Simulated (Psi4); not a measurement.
This Psi4 input (PBE/STO-3G) gives -909.92697 Eh with 18 basis functions.

```
memory 1724 MB

molecule {
0 1
Cl   -0.00000000   -0.00000000   -1.00677069
Cl    0.00000000    0.00000000    1.00677069
}

set {
  basis sto-3g
  scf_type df
}

energy('pbe')
print_variables()
```

Change:
```diff
- basis sto-3g
+ basis def2-qzvppd
```

Q: What does the run give now?

A: -920.05155 Eh (PBE/def2-QZVPPD, 158 functions), a change of -10124.58 mEh.
